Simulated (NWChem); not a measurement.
System: C$_{2}$H$_{3}$F; SMILES C=CF

The following NWChem deck was run.

```
start job
memory heap 200 mb stack 900 mb global 1100 mb
geometry units angstroms noautoz
  C     -0.236674     1.168760     0.000000
  C      0.424893     0.019725     0.000000
  F     -0.184020    -1.161365     0.000000
  H     -1.328429     1.191023     0.000000
  H      0.316275     2.108353     0.000000
  H      1.515840    -0.075106     0.000000
end
basis spherical
  * library 6-311++g**
end
dft
  xc pbe0
  iterations 150
  mulliken
end
task dft energy
```

The geometry was optimised at PBE0/def2-SVP.

Task: Predict the main results of this run. (PBE0/6-311++G** (spherical d).) Quantities: basis functions; energy (Ha); highest occupied level (eV); orbital gap (eV); dipole (D).

Result: 
```
Quantity                      Result
---------------------------  -------
number of basis functions         87
energy (Ha)                  -177.68
highest occupied level (eV)    -7.76
orbital gap (eV)                7.81
dipole (D)                      1.43
```
